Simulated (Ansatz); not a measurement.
What a trial cell of Ir relaxes into

All numbers below come from Ansatz, DFT r2SCAN, scalar-relativistic, plane waves, PAW. Cutoff 500 eV, Γ-centred k mesh, Gaussian smearing, no spin polarisation in the final step.

Ir was placed on the grey arsenic (A7) structure type (R-3m, No. 166), at a guessed volume.

```xyz
2
Lattice="1.6699 0.9641 3.0967 -1.6699 0.9641 3.0967 0.0000 -1.9283 3.0967" Properties=species:S:1:pos:R:3 pbc="T T T"
Ir    0.0000    0.0000    2.1139
Ir    0.0000    0.0000    7.1762
```

Cell and atoms relax at zero pressure; the relaxation can't lower the symmetry of the start. After a coarse first stage the cell is made exact in the group found at 0.06 Å.

Energies count from the standard state of Ir at the same level.

Problem. What does it relax into?

Solution. It ends in Pm-3m (No. 221). The result has the simple cubic structure. Conventional cell: a = 2.551 Å. Ir is coordinated by 6 Ir at 2.55 Å.

```xyz
1
Lattice="2.5514 0.0000 0.0000 0.0000 2.5514 0.0000 0.0000 0.0000 2.5514" Properties=species:S:1:pos:R:3 pbc="T T T"
Ir    1.2757    1.2757    1.2757
```

Problem. What are its volume, energy, density and gap?

Solution. The volume per atom is 16.61 Å³, the density is 19.22 g/cm³ and the energy over the standard structure is 1.04 eV/atom. The gap on the 18×18×18 mesh is 0 eV (a metal).

The final run used a 18×18×18 mesh on its 2-atom cell and 0.10 eV smearing. The k mesh leaves about 4 meV/atom of noise in metals. Spin–orbit coupling is left out. A structure relaxed within its symmetry needn't be a true minimum. The steps took roughly 6 core-minutes in all.